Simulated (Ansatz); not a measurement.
Born–Oppenheimer molecular dynamics of CH₆BN (9 atoms, charge 0, multiplicity 1). It starts at the highest image of a converged band. Of that band: Neighbouring images differ by up to 3.5 eV, so the band resolves the path poorly. A vibrational analysis at the climbing image gives one clearly imaginary mode, 1251i cm⁻¹: a first-order saddle point.

Computed with RKS B3LYP-D4/6-31G* (Ansatz).

| Item | Value |
| --- | --- |
| ensemble | NVE (velocity Verlet) |
| time step | 0.5 fs |
| steps asked | 200 |
| starting velocities drawn for | 100 K |
| seed | 3267 |

First frame:

```xyz
9
Properties=species:S:1:pos:R:3
B -0.473 -0.037 0.678
H 0.663 0.082 1.172
C 1.602 0.107 0.010
H 1.639 -0.832 -0.545
H 1.485 0.984 -0.630
H 2.475 0.212 0.659
N -1.016 -0.142 -0.591
H -2.018 -0.232 -0.699
H -0.519 -0.141 -1.477
```

(1) How far do the bonds stretch over the last three quarters of this one trajectory? (Pairs bonded in most of those frames.)

## Answers

(1) 
```tsv
bond	mean (Å)	spread (Å)	shortest	longest
B1–N7	1.394	0.015	1.37	1.42
H2–C3	1.120	0.094	0.98	1.28
C3–H4	1.094	0.016	1.05	1.13
C3–H5	1.095	0.021	1.05	1.14
C3–H6	1.095	0.025	1.05	1.15
N7–H8	1.018	0.006	1.01	1.03
N7–H9	1.018	0.007	1.01	1.03
```

Mean temperature of the second half: 1055 K. The conserved energy stayed within 0.52 meV per atom of its start (net change -0.17 meV per atom), so the integration is sound. The system heated up, since it started high on the potential surface and ran downhill. A run of 0.1 ps of so small a system gives no equilibrium averages. The orbitals stay closed-shell, which can raise the energy where a bond breaks towards radicals; this wasn't checked here.

Time of the run: 4.9 min on 1 thread of Arm Neoverse V1, on a shared host, peak memory 0.1 GiB.
